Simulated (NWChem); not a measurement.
Species: NaCl; SMILES [Na][Cl]

```xyz
2

Na     0.0000     0.0000    -1.4097
Cl     0.0000     0.0000     0.9285
```
Atoms are numbered in this order, from 1.

Computed with NWChem. Pople sets run with spherical d functions. STO-3G and 3-21G are far too small for this property and stand as cheap habits. All runs use the structure optimised with PBE0/def2-SVP. B3LYP is NWChem's, with the RPA form of VWN correlation. GIAO values for the isolated, static molecule; σ is the absolute isotropic shielding.

```
level                                 σ Na1 (ppm)  σ Cl2 (ppm)
------------------------------------  -----------  -----------
KT2/pcSseg-1                                566.9       1122.0
LDA (Slater exchange, VWN5)/pcSseg-1        559.3       1115.0
Hartree-Fock/STO-3G                         559.0   (withheld)
B3LYP/6-311G**                              566.1       1102.6
```

### Question
What belongs in the gaps?

### Answer

- Hartree-Fock/STO-3G, σ Cl2 (ppm): 1198.9
